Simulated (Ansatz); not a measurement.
This Ansatz (an electronic-structure program) input (B3LYP/aug-pcseg-1) gives -682.70297 Eh with 54 basis functions. A basis named .json is the Basis Set Exchange file of that set (core-valence sets with the plain set on hydrogen).

Ansatz 0.2 input:
```yaml
crystal:
  periodic: [false, false, false]
  atoms:
    - {symbol: P, position_ang: [-0.00000000, -0.00000000, -0.94474959]}
    - {symbol: P, position_ang: [0.00000000, 0.00000000, 0.94474959]}
basis:
  gaussian:
    orbitals: aug-pcseg-1.json
hamiltonian:
  xc: {name: B3LYP}
magnetization: {spin_polarized: false}
```

Change:
```diff
- orbitals: aug-pcseg-1.json
+ orbitals: def2-TZVPD
```

### Question
What does the run give now?

### Answer
-682.74679 Eh (B3LYP/def2-TZVPD, 86 functions), a change of -43.82 mEh.
